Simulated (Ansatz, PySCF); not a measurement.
Zinc-blende AlN (metastable phase), band gap

Reference value: 5.34 eV (measured, temperature not stated, no zero-point or thermal correction; as tabulated in Deguchi et al. (2016), arXiv:1512.06930).

Which of these levels comes closest to the reference?
(A) G0W0@PBE (PySCF)
(B) r²SCAN+rVV10 (Ansatz, a first-principles code)
(C) LDA (Ansatz)
(D) PBE (Ansatz)

A, G0W0@PBE (PySCF)

| level (code) | value (eV) | cell (Å³/atom) | difference (eV) |
|---|---|---|---|
| LDA (Ansatz) | 3.24 (indirect) | 10.50 | -2.10 |
| PBE (Ansatz) | 3.32 (indirect) | 10.50 | -2.02 |
| r²SCAN+rVV10 (Ansatz) | 3.90 (indirect) | 10.39 | -1.44 |
| G0W0@PBE (PySCF) | 5.05 ± 0.09 | 10.50 | -0.29 |

Closest of the ranked levels: G0W0@PBE (-0.29 eV). Among them LDA (-2.10 eV) misses by most. Of the ranked levels only G0W0@PBE lands within 1 eV.

Density-functional gaps are differences of (generalised) Kohn–Sham levels of a static lattice; semilocal ones lie below quasiparticle gaps as a rule. Measured gaps hold zero-point and thermal shifts unless a correction is named.  A ± on a computed value is a rough bar: the spread of its extrapolation, a floor set from checks against published values, or a statistical error. Values are at the measured cell; r²SCAN+rVV10 at the level's own relaxed cell. Cutoffs differ between the levels. Ansatz's density-functional and Hartree–Fock values are scalar-relativistic unless marked +SOC, with PAW data made under PBE.

Differences are worked out from the printed values.
